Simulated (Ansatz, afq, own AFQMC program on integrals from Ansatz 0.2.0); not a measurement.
AlH3Cl, doublet: AFQMC among the cluster methods

```xyz
5

Al   -1.8129    0.0000    0.0000
H    -2.6059    1.3734    0.0000
H    -2.6059   -1.3734    0.0000
H    -0.1109    0.0000    0.0000
Cl    1.5311    0.0000    0.0000
```

Connectivity, by distances: AlH2 ··· Cl, 1 bridging H.

Basis cc-pVTZ. Only valence electrons are correlated. AFQMC by an in-house program on the Cholesky factors that Ansatz 0.2.0 writes for its CCSD(T) run. The CISD trial takes its coefficients from CCSD amplitudes. Released means that phaseless walkers are propagated on without the constraint, phases kept. Uncertainties: one standard error, sampling alone.

Determinant: UHF, the one that the program's search chose, which needn't be the lowest solution. The geometry is a point of a scan.

No full CI on the walks' own integrals is used here. The released AFQMC energy serves as the reference, which it does only where one determinant dominates, the energy is flat over the last release times and near the phaseless one (40 meV or 2 meV an electron, half that with transition metals). On small molecules, where full CI could be run and the noise was under 10 meV, such values lay within 10 meV of it in 19 cases of 20, a flattering rate, since the rule was set on those same cases; what remains of the bias isn't in the error bar.

Cautions: the released value is read at 2.40 1/Eh with a noise of 10 meV, more than in the cases checked (meV from the phaseless value at times in 1/Eh: -12 ± 5 at 0.24, -26 ± 6 at 0.51, -32 ± 7 at 0.99, -30 ± 6 at 1.62, -21 ± 10 at 2.40).

```
T1 diagnostic                               : 0.0151
weight of the determinant in the CISD state : 0.861
⟨S²⟩ of the determinant                     : 0.776
size of the correlated space                : 13 electrons in 100 orbitals
```

```csv
level,correlation energy (eV)
MP2,-7.5378
CCSD,-8.6557
CCSD(T),-8.9375
```

**Question.** Estimate where phaseless AFQMC with a CISD trial lies against CCSD(T) on the same integrals.

**Answer.** 15.8 ± 5.1 meV below CCSD(T).

Reference: AFQMC with the constraint released, correlation energy -8.974 ± 0.010 eV.

| level | E − E(reference) (meV) | share of correlation (%) |
| --- | --- | --- |
| CCSD(T) | 36.7 ± 10.2 | 99.59 |
| ph-AFQMC/CISD | 20.9 ± 11.5 | 99.77 |

A walk keeps the symmetry of its determinant, which the program's search chose and which needn't be the lowest solution, so a lower state of the same spin and another symmetry isn't excluded. Released energies are given only where the last usable release times agree within the noise; a slower fall can still hide under it.
